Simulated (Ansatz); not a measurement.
A run of Ansatz (development build ahead of 0.2.0) on doublet Cl2(+) at this shape:

```yaml
atoms:
  - { symbol: Cl, position_ang: [0.0000, 0.0000, 0.0000] }
  - { symbol: Cl, position_ang: [0.0000, 0.0000, 2.0801] }
```

Its results:

| Item | Value |
| --- | --- |
| Converged | yes |
| Reference energy | -918.23838 hartree |
| Correlation energy | -0.25304 hartree |
| Total energy | -918.49142 hartree |
| Spin squared of the determinant | 0.770 |
| Stability test | minimum |

Messages of the program:
```
mean field -24986.53927978 eV, -918.2383820473 hartree, gradient 1.5e-6 eV, S^2 0.769689; 10 other ends of a descent, 0 dependent functions left out
```

(1) Which input gives this output? Name the method, the orbitals and the basis set, and write the input.

## Answers

(1) UHF-MP2 in def2-SVP.

```yaml
crystal:
  periodic: [false, false, false]
  atoms:
    - { symbol: Cl, position_ang: [0.0, 0.0, 0.0] }
    - { symbol: Cl, position_ang: [0.0, 0.0, 2.0801] }
basis:
  gaussian: { orbitals: def2-SVP }
total_charge: 1
magnetization:
  spin_polarized: true
  initial_magnetization: 1
hamiltonian:
  xc: hf
correlation:
  method: mp2
  frozen_orbitals: { Cl: 5 }
```

Caution: MP2 on this radical cation hangs on the determinant chosen; the determinant may break the point group; another reference gives a lower total.
